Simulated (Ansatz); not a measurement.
# SiH+ (triplet): from Hartree-Fock to the top rungs at distance Si1–H2 = 1.267 Å, cc-pVQZ

An exercise on one series of results from a longer session: the logs are not shown, and one member is left open.

Method: cc-pVQZ, core rule «outside noble gas», up to 5 orbitals frozen; program: Ansatz 0.2.0, Gaussian basis.

Plan: UHF; CCSD(T) on ROHF; CCSD(T) on UHF; BCCD(T) on ROHF; CCSDT(Q) on ROHF; CCSDT(Q) on UHF; Full CI.

17 further runs of the same task are left out: 2 for a known fault of the program, 12 that didn't finish, 3 set aside as unsound or not needed.

### What is computed

The geometry derives from a PBE0/def2-TZVP stationary point (not a proven minimum). One bond is set to the value named and the two fragments are kept rigid.

2 atoms, charge 1, spin multiplicity 3.

Atoms are counted from 1 here; the program's logs count them from 0.

Bond lengths: Si1–H2 1.267 Å.

Set-up of the first run:

Input file in.yaml:

```yaml
crystal:
  periodic: [false, false, false]
  atoms:
    - {symbol: Si, position_ang: [0.000000, 0.000000, 0.000000]}
    - {symbol: H, position_ang: [0.000000, 0.000000, 1.267000]}
basis:
  gaussian: {orbitals: cc-pVQZ}
total_charge: 1
magnetization: {spin_polarized: true, initial_magnetization: 2}
hamiltonian: {xc: hf}
output: {orbitals: {seedname: orbitals}}
```

Started as:

```
$ ansatz run in.yaml --threads 1 --pin off --events-out ev --progress --plain --max-ram 2393MiB
```

Among the steps run: UHF; CCSD(T) on ROHF; CCSD(T) on UHF; BCCD(T) on ROHF; CCSDT(Q) on ROHF; CCSDT(Q) on UHF; Full CI.

One table of the session follows, with a row left open; its other results are not shown here.

| method | from FCI (meV) |
| --- | --- |
| ROHF | +1882.9 |
| UHF | ? |
| RMP2 | +459.3 |
| UMP2 | +443.9 |
| RCCSD | +60.8 |
| UCCSD | +56.9 |
| RCCSD(T) | +14.4 |
| UCCSD(T) | +12.1 |
| BCCD(T) | +14.0 |
| RCCSDT | +0.7 |
| UCCSDT | -1.5 |
| RCCSDT(Q) | +0.1 |
| UCCSDT(Q) | -2.0 |
| FCI | 0 |

Estimate the missing values for UHF.

**Answer.** from FCI (meV): +1831.0. In the column «from FCI (meV)» it lies between RMP2 (+459.3) and ROHF (+1882.9).

Limits of these values: UCCSDT(Q) falls below full CI: unrestricted runs freeze a spin-polarised core, another one than full CI's, and coupled cluster isn't variational. Levels on UHF freeze UHF's core orbitals, full CI those of ROHF, so the U rows can settle a little off it for that reason alone. Restricted and unrestricted rows rest on different reference determinants; where their highest levels disagree by more than a few hundredths of an eV, they describe different states and don't form one ladder.
